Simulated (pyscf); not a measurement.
Structures and frequencies: ωB97X-D3(BJ)/def2-SVP in PySCF.

Question: Estimate by transition-state theory the rate constant of HO–Ti(OH)(Cl)–Cl + hydrogen chloride (HCl) → HO–Ti(Cl)(Cl)–Cl + water (H₂O) (singlet surface; O–Ti, Cl–H broken, Cl–Ti, H–O formed) at 900 K, with ωB97M-D3(BJ)/def2-TZVP energies (ideal gas, 1 atm, RRHO with modes under 100 cm⁻¹ raised to 100, one conformer, R ln 2 for chiral ones without a mode under 150 cm⁻¹; no tunnelling).

Answer: The electronic barrier is 6.5 kcal/mol and the thermal terms add +33.3, so ΔG‡ = 39.8 kcal/mol. With k_BT/h = 1.88e+13 s⁻¹ and RT = 1.788 kcal/mol, and a volume of 1.23e-19 cm³ per molecule at 1 atm, k = 5.0e-16 cm³ molecule⁻¹ s⁻¹. Wigner's tunnelling factor for 809i cm⁻¹ would be 1.07. A shift of 1 kcal/mol in the barrier changes k by a factor 1.7. On the reactant side the descent ends in a complex, 6.2 kcal/mol under the separated species and 9.8 kcal/mol under the saddle at ωB97X-D3(BJ)/def2-TZVP. On the product side the descent ends in an adduct with a O–Ti contact (not fully relaxed), 10.2 kcal/mol under the separated species and 19.5 kcal/mol under the saddle at ωB97X-D3(BJ)/def2-TZVP. What is counted as broken (O–Ti) persists as a longer contact in the product adduct; parting that adduct is a step of its own. At ωB97X-D3(BJ)/def2-TZVP the barrier from the zero used here is 3.6 kcal/mol. One saddle was located; it need not be the lowest between these sides.
